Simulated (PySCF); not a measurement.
# C2H7FNO+ (SMILES [NH3+]COCF) at 5 levels

We compute a comparison of 5 runs (HF/def2-SVP, B3LYP/6-31G*, TPSS/def2-SVPD, wB97X/def2-TZVP, MP2/3-21G) of C2H7FNO+. Input form: a Python script.

The calculation is run with PySCF 2.14.0.

**1. Starting point**

C2H7FNO+: 12 atoms, total charge +1, spin state singlet. SMILES: `[NH3+]COCF`. Geometry: relaxed at GFN2-xTB. This is one conformer, not always the lowest.

Bond lengths: N1–C2 1.524 Å, C2–O3 1.374 Å, O3–C4 1.391 Å, C4–F5 1.376 Å, N1–H6 1.036 Å, N1–H7 1.027 Å, N1–H8 1.031 Å, C2–H9 1.099 Å, C2–H10 1.094 Å, C4–H11 1.099 Å, C4–H12 1.092 Å. Some angles: N1–C2–O3 109.1°, C2–O3–C4 116.1°, O3–C4–F5 108.5°, N1–C2–H9 107.7°, N1–C2–H10 108.3°, O3–C2–H9 113.2°, O3–C2–H10 107.7°, C2–N1–H6 109.2°, C2–N1–H7 112.0°, C2–N1–H8 109.0°.

**2. Energy and forces at HF/def2-SVP (run 1)**

File input.xyz:

```xyz
12

N     -0.875150     0.194090     1.146300
C      0.409280     0.688740     0.492950
O      1.048140    -0.371110    -0.103700
C      0.604290    -0.715630    -1.376070
F     -0.733220    -1.029000    -1.301270
H     -1.485390    -0.225730     0.421980
H     -1.378360     0.949200     1.627410
H     -0.643770    -0.549030     1.822000
H      0.139180     1.484650    -0.214950
H      1.066990     1.074090     1.277800
H      0.694710     0.105220    -2.100660
H      1.153300    -1.605490    -1.691800
```

File calc.py:

```python
# [NH3+]COCF
from pyscf import gto, scf

molecule = gto.Mole()
molecule.atom = 'input.xyz'
molecule.basis = 'def2-svp'
molecule.max_memory = 1860
molecule.charge = 1
molecule.verbose = 4
molecule.build()

myscf = scf.RHF(molecule)
myscf.conv_tol = 1e-10
myscf.kernel()
if not myscf.converged:
    myscf = myscf.newton().run(myscf.mo_coeff, myscf.mo_occ)

e_tot = myscf.e_tot
print(f'total energy: {e_tot:.8f} hartree')
grad = myscf.nuc_grad_method().kernel()
myscf.analyze()
```

On the command line:

```
OMP_NUM_THREADS=1 python calc.py
```

The log of the run:

```text
PySCF version 2.14.0

[... 82 lines left out ...]
Total Energy =                        -308.086088697264245
[... 11 lines left out ...]
MO #5   energy= -11.5473413467034  occ= 2
[... 9 lines left out ...]
MO #15  energy= -0.90327357214028  occ= 2
[... 9 lines left out ...]
MO #25  energy= 0.0387087787524107 occ= 0
[... 9 lines left out ...]
MO #35  energy= 0.441724452469357  occ= 0
[... 9 lines left out ...]
MO #45  energy= 0.704993827888608  occ= 0
[... 9 lines left out ...]
MO #55  energy= 1.24631877440421   occ= 0
[... 9 lines left out ...]
MO #65  energy= 1.69545135425472   occ= 0
[... 9 lines left out ...]
MO #75  energy= 2.00343551236639   occ= 0
[... 9 lines left out ...]
MO #85  energy= 2.46334701122944   occ= 0
[... 9 lines left out ...]
MO #95  energy= 3.20594795045036   occ= 0
[... 9 lines left out ...]
MO #105 energy= 4.01712867506608   occ= 0
[... 85 lines left out ...]
pop of  7 H 2py           0.00155
pop of  7 H 2pz           0.00111
pop of  8 H 1s            0.86739
pop of  8 H 2s            0.01297
pop of  8 H 2px           0.00013
pop of  8 H 2py           0.00174
pop of  8 H 2pz           0.00114
pop of  9 H 1s            0.83898
pop of  9 H 2s            0.01544
pop of  9 H 2px           0.00154
pop of  9 H 2py           0.00049
pop of  9 H 2pz           0.00092
pop of  10 H 1s           0.87786
pop of  10 H 2s           0.01378
pop of  10 H 2px          0.00025
pop of  10 H 2py          0.00124
pop of  10 H 2pz          0.00174
pop of  11 H 1s           0.84053
pop of  11 H 2s           0.01677
pop of  11 H 2px          0.00079
pop of  11 H 2py          0.00183
pop of  11 H 2pz          0.00049
 ** Mulliken atomic charges  **
charge of    0N =     -0.19609
charge of    1C =      0.21210
charge of    2O =     -0.41829
charge of    3C =      0.38664
charge of    4F =     -0.36631
charge of    5H =      0.30046
charge of    6H =      0.28675
charge of    7H =      0.29078
charge of    8H =      0.11662
charge of    9H =      0.14262
charge of   10H =      0.10513
charge of   11H =      0.13960

WARN: System has nonzero charge 1; the dipole moment is origin-dependent.
Location of origin: [0. 0. 0.]

Dipole moment(X, Y, Z, Debye): -2.06001,  2.04533,  3.31823
```

Run time: 11 s. Hardware: 1 thread of Intel Xeon at 2.70GHz, shared host; peak memory 0.23 GiB.

**3. Energy and forces at B3LYP/6-31G(d) (spherical functions) (run 2)**

File run.py:

```python
import pyscf.grad
from pyscf import gto, dft

mol = gto.Mole()
mol.atom = '''
N     -1.653794     0.366777     2.166193
C      0.773427     1.301530     0.931540
O      1.980698    -0.701296    -0.195965
C      1.141943    -1.352345    -2.600395
F     -1.385585    -1.944528    -2.459044
H     -2.806980    -0.426568     0.797427
H     -2.604723     1.793728     3.075359
H     -1.216549    -1.037516     3.443081
H      0.263012     2.805582    -0.406197
H      2.016319     2.029736     2.414692
H      1.312812     0.198837    -3.969672
H      2.179421    -3.033936    -3.197039
'''
mol.max_memory = 1860
mol.verbose = 3
mol.unit = 'bohr'
mol.basis = '6-31g*'
mol.charge = 1
mol.build()

mf = dft.RKS(mol)
mf.xc = 'b3lyp'
mf.conv_tol = 1e-10
mf.grids.level = 5
mf.kernel()
if not mf.converged:
    mf = mf.newton().run(mf.mo_coeff, mf.mo_occ)

e_final = mf.e_tot
print('E = %.10f Eh' % e_final)
grad = mf.Gradients().kernel()
mf.analyze()
```

On the command line:

```
OMP_NUM_THREADS=1 python run.py
```

The log of the run:

```text
converged SCF energy = -309.969603186255
[... 13 lines left out ...]
MO #4   energy= -10.4979066387376  occ= 2
[... 7 lines left out ...]
MO #12  energy= -0.794965137207893 occ= 2
[... 7 lines left out ...]
MO #20  energy= -0.526390853700911 occ= 2
[... 7 lines left out ...]
MO #28  energy= -0.0313049141145405 occ= 0
[... 7 lines left out ...]
MO #36  energy= 0.353416065824989  occ= 0
[... 7 lines left out ...]
MO #44  energy= 0.616005913703678  occ= 0
[... 7 lines left out ...]
MO #52  energy= 0.93640795493227   occ= 0
[... 7 lines left out ...]
MO #60  energy= 1.42933547087663   occ= 0
[... 7 lines left out ...]
MO #68  energy= 1.77218981608106   occ= 0
[... 7 lines left out ...]
MO #76  energy= 2.111139353789     occ= 0
[... 7 lines left out ...]
MO #84  energy= 2.84459420095492   occ= 0
[... 14 lines left out ...]
WARN: System has nonzero charge 1; the dipole moment is origin-dependent.
Location of origin: [0. 0. 0.]

Dipole moment(X, Y, Z, Debye): -2.14281,  1.65618,  3.26354
```

Run time: 47 s. Hardware: 1 thread of Intel Xeon at 2.70GHz, shared host; peak memory 0.86 GiB.

Runs 3 to 4 aren't shown in full; the table further down has their settings and results.

**4. Energy and gradient at MP2/3-21G (run 5)**

File run.py:

```python
# [NH3+]COCF
from pyscf import gto, mp

mol = gto.Mole()
mol.atom = [
    ('N', (-0.875150, 0.194090, 1.146300)),
    ('C', (0.409280, 0.688740, 0.492950)),
    ('O', (1.048140, -0.371110, -0.103700)),
    ('C', (0.604290, -0.715630, -1.376070)),
    ('F', (-0.733220, -1.029000, -1.301270)),
    ('H', (-1.485390, -0.225730, 0.421980)),
    ('H', (-1.378360, 0.949200, 1.627410)),
    ('H', (-0.643770, -0.549030, 1.822000)),
    ('H', (0.139180, 1.484650, -0.214950)),
    ('H', (1.066990, 1.074090, 1.277800)),
    ('H', (0.694710, 0.105220, -2.100660)),
    ('H', (1.153300, -1.605490, -1.691800)),
]
mol.max_memory = 1860
mol.charge = 1
mol.verbose = 4
mol.basis = '3-21g'
mol.build()

hf = mol.RHF()
hf.conv_tol = 1e-10
hf.kernel()
if not hf.converged:
    hf = hf.newton().run(hf.mo_coeff, hf.mo_occ)

pt = mp.MP2(hf, frozen=5).run()
e_tot = pt.e_tot
print('Final energy', e_tot)
grad = pt.nuc_grad_method().kernel()
hf.analyze()
```

On the command line:

```
OMP_NUM_THREADS=1 python run.py
```

The log of the run:

```text
PySCF version 2.14.0

[... 68 lines left out ...]
converged SCF energy = -306.637236854503
[... 22 lines left out ...]
Two-electron Coulomb Energy =          348.566930580694986
[... 7 lines left out ...]
MO #5   energy= -11.4914431541679  occ= 2
[... 5 lines left out ...]
MO #11  energy= -0.993666780166346 occ= 2
[... 5 lines left out ...]
MO #17  energy= -0.822937851880202 occ= 2
[... 5 lines left out ...]
MO #23  energy= 0.0710143959473912 occ= 0
[... 5 lines left out ...]
MO #29  energy= 0.172285034643756  occ= 0
[... 5 lines left out ...]
MO #35  energy= 0.729915324322126  occ= 0
[... 5 lines left out ...]
MO #41  energy= 1.03011098156413   occ= 0
[... 5 lines left out ...]
MO #47  energy= 1.31463025834194   occ= 0
[... 5 lines left out ...]
MO #53  energy= 2.13377197393241   occ= 0
[... 5 lines left out ...]
MO #59  energy= 3.91970697745851   occ= 0
[... 39 lines left out ...]
pop of  4 F 2s            1.85030
pop of  4 F 3s            0.00288
pop of  4 F 2px           1.57199
pop of  4 F 2py           1.95330
pop of  4 F 2pz           1.94510
pop of  4 F 3px           0.00068
pop of  4 F 3py           0.00125
pop of  4 F 3pz           0.00092
pop of  5 H 1s            0.67742
pop of  5 H 2s            0.01712
pop of  6 H 1s            0.69050
pop of  6 H 2s            0.01427
pop of  7 H 1s            0.68423
pop of  7 H 2s            0.01470
pop of  8 H 1s            0.85526
pop of  8 H 2s            0.01389
pop of  9 H 1s            0.82651
pop of  9 H 2s            0.01615
pop of  10 H 1s           0.87062
pop of  10 H 2s           0.01424
pop of  11 H 1s           0.83372
pop of  11 H 2s           0.01693
 ** Mulliken atomic charges  **
charge of    0N =     -0.23956
charge of    1C =      0.18383
charge of    2O =     -0.40792
charge of    3C =      0.33549
charge of    4F =     -0.32628
charge of    5H =      0.30546
charge of    6H =      0.29522
charge of    7H =      0.30107
charge of    8H =      0.13085
charge of    9H =      0.15733
charge of   10H =      0.11514
charge of   11H =      0.14935

WARN: System has nonzero charge 1; the dipole moment is origin-dependent.
Location of origin: [0. 0. 0.]

Dipole moment(X, Y, Z, Debye): -2.06988,  2.18347,  3.20454
```

Wall time 5.7 s (1 thread of Intel Xeon at 2.70GHz, shared host); peak memory 0.2 GiB.

**5. Overview of the runs**

| run | level | integration grid | frozen core orbitals | energy (Eh) | HOMO energy (eV) | LUMO energy (eV) | HOMO–LUMO gap (eV) | wall time |
| --- | --- | --- | --- | --- | --- | --- | --- | --- |
| 1 | HF/def2-SVP | – | – | -308.086089 | -18.29 | -1.25 | 17.04 | 11 s |
| 2 | B3LYP/6-31G* (spherical functions) | 5 | – | -309.969603 | -13.56 | -4.38 | 9.17 | 47 s |
| 3 | TPSS/def2-SVPD | 5 | – | -309.810460 | -12.60 | -5.37 | 7.23 | 2.4 min |
| 4 | wB97X/def2-TZVP | 5 | – | -310.035557 | -16.53 | -2.48 | 14.05 | 5.7 min |
| 5 | MP2/3-21G | – | 5 | -307.157446 | -18.01 | 0.38 | 18.40 | 5.7 s |

**6. What came out**

| quantity | value |
| --- | --- |
| run 5: total energy | -307.15745 Eh |
| run 5: HOMO energy (Hartree–Fock orbitals) | -18.01 eV |
| run 5: LUMO energy (Hartree–Fock orbitals) | 0.38 eV |
| run 5: HOMO–LUMO gap (Hartree–Fock orbitals) | 18.40 eV |
| run 5: correlation energy (5 core orbitals frozen) | -520.2 mEh |
| run 5: largest force on an atom | 2.698 eV/Å |

**Reading.** Over runs 1, 2, 3, 4 the HOMO–LUMO gap runs from 7.23 eV (TPSS/def2-SVPD) to 17.04 eV (HF/def2-SVP). The two ends differ in method and basis. Totals of different functionals can't be ranked against each other. All runs together took 9.2 min, the longest 5.7 min.
